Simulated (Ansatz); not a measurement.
# C2H4B: the cost of one run

The runs use Ansatz 0.2.0, Gaussian basis; BLYP-D4/def2-SVP.

## Step 1: The system as given

SMILES `[CH+]=BC`, 7 atoms, charge 1, spin multiplicity 1.

Atoms are counted from 1 here; the program's logs count them from 0.

Bond lengths: C1–B2 1.399 Å, C1–H4 1.070 Å, B2–C3 1.483 Å, C3–H5 1.101 Å, C3–H6 1.100 Å, C3–H7 1.100 Å. Angles: B2–C1–H4 177.9°, C1–B2–C3 178.8°, B2–C3–H5 113.1°, B2–C3–H6 113.3°, B2–C3–H7 113.2°, H5–C3–H6 105.4°, H5–C3–H7 105.4°, H6–C3–H7 105.6°.

Geometry (Å):

```
C    -1.38420   -1.21814   -0.36701
B    -0.34516   -0.32588   -0.08068
C     0.74308    0.64119    0.20245
H    -2.19580   -1.87238   -0.60781
H     0.58988    1.61824   -0.28032
H     0.86197    0.86009    1.27437
H     1.73022    0.29687   -0.14100
```

## Step 2: Dynamics

md/in.yaml reads:

```yaml
crystal:
  periodic: [false, false, false]
  atoms:
    - {symbol: C, position_ang: [-1.384200, -1.218140, -0.367010]}
    - {symbol: B, position_ang: [-0.345160, -0.325880, -0.080680]}
    - {symbol: C, position_ang: [0.743080, 0.641190, 0.202450]}
    - {symbol: H, position_ang: [-2.195800, -1.872380, -0.607810]}
    - {symbol: H, position_ang: [0.589880, 1.618240, -0.280320]}
    - {symbol: H, position_ang: [0.861970, 0.860090, 1.274370]}
    - {symbol: H, position_ang: [1.730220, 0.296870, -0.141000]}
basis:
  gaussian: {orbitals: def2-SVP}
total_charge: 1
hamiltonian: {xc: {name: BLYP}, dispersion: d4}
md: {n_steps: 30, timestep: 0.75, temperature: 1500, ensemble: nve, seed: 976, initial_velocities: maxwell_boltzmann}
```

Launch:

```
> ansatz run in.yaml --threads 2 --pin off --events-out ev --progress --plain --max-ram 3481MiB
```

**Question.** How long does this run take on 2 threads of Arm Neoverse V2, shared host, and how much memory does it need?

About 27 s, with a peak of 0.11 GiB.
